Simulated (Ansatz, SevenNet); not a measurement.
## Bulk modulus B0 of CaB6-type LaB₆: levels of theory against measurement

Reference value: 164 ± 2 GPa (measured, room temperature, no zero-point or thermal correction, isothermal; as tabulated in LaB6 under pressure, Phys. Rev. B 80, 172104 (doi 10.1103/PhysRevB.80.172104)).

```
level (code)            value (GPa)  cell (Å³/atom)
----------------------  -----------  --------------
SevenNet-l3i5                   176           10.25
LDA (Ansatz)                    [?]            9.83
BLYP (Ansatz)                   164           10.49
PBE (Ansatz)                    174           10.25
revPBE (Ansatz)                 [?]           10.40
RPBE (Ansatz)                   [?]           10.44
PBE-D3(BJ) (Ansatz)             181           10.01
PBE-D4 (Ansatz)                 181            9.99
PBEsol-D3(BJ) (Ansatz)          187            9.85
rVV10 (Ansatz)                  174           10.30
r²SCAN+SOC (Ansatz)             180           10.23
r²SCAN-D4 (Ansatz)              [?]           10.14
```

### Question
Fill in the missing entries.

### Answer

- LDA (Ansatz, a program for electronic structure), value (GPa): 189
- revPBE (Ansatz), value (GPa): 168
- RPBE (Ansatz), value (GPa): 166
- r²SCAN-D4 (Ansatz), value (GPa): 183

Differences against the reference: SevenNet-l3i5 +7.3 %, LDA +15.2 %, BLYP 0.0 %, PBE +6.1 %, revPBE +2.4 %, RPBE +1.2 %, PBE-D3(BJ) +10.4 %, PBE-D4 +10.4 %, PBEsol-D3(BJ) +14.0 %, rVV10 +6.1 %, r²SCAN+SOC +9.8 %, r²SCAN-D4 +11.6 %.

The reference is not for a static lattice or low temperature, so close values are not ranked against it.

The measured value isn't corrected to a static lattice, so vibrations enter the comparison. A static lattice is as a rule stiffer than a warm one, by over a tenth in soft solids.  Each level is taken at its own relaxed cell. Cutoffs differ between the levels. Ansatz's density-functional and Hartree–Fock values are scalar-relativistic unless marked +SOC, with PAW data made under PBE.

Machine-learned potentials (SevenNet-l3i5) are trained on DFT data: a solid inside that data is no test of them.

Differences are worked out from the printed values.
